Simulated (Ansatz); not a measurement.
A made-up structure of C₂H₆N (charge -1), closed shell:

```tsv
atom	x (Å)	y (Å)	z (Å)
C1	-0.7725	0.6458	-0.8666
C2	0.4758	0.0880	-0.3046
N3	0.3268	-0.9183	0.8294
H4	-1.4375	-0.1174	-1.2932
H5	-1.3198	1.2813	-0.1533
H6	1.1228	0.9093	0.0553
H7	1.0507	-0.4405	-1.0814
H8	1.0834	-0.7992	1.5083
H9	-0.1745	1.3915	-1.3248
```

It is relaxed with PBE-D4/def2-SVPD and then PBE0-D4/def2-TZVPD (Ansatz 0.2.0). Atoms count as bonded within 1.22 times the sum of their covalent radii (H–H: 0.88 Å). The end point is not checked to be a true minimum.

(1) Does its bonding change? (A judgement: the text doesn't fix the answer.)

The highest PBE0 orbital of the anion lies well above zero, so the extra electron may be unbound in the gas phase.

Answers

(1) Computed: No: no bond forms or breaks.

Where it ends: The first stage lowers the energy by 1.18 eV in 16 steps. It ends as C₂H₆N ([CH3][CH2][NH]), total charge -1:
```xyz
9
angstrom
C -0.6617 0.6639 -0.7480
C 0.6704 0.0146 -0.2993
N 0.5712 -1.0171 0.6598
H -1.3447 -0.1137 -1.1096
H -1.1451 1.1525 0.1073
H 1.3313 0.8911 -0.0272
H 1.1329 -0.3902 -1.2218
H 0.3181 -0.5812 1.5506
H -0.5173 1.4205 -1.5428
```

Labels in which every atom is bracketed show which atoms are joined, not bond orders.

For scale, one of the runs: PBE0-D4/def2-TZVPD relaxation, 165 basis functions, launched by `ansatz run in.yaml --threads 2 --pin off --events-out ev --progress --plain --max-ram 4352MiB`. Hardware: 2 CPU threads of an Arm Neoverse V1, shared host. Wall time about 19 s.
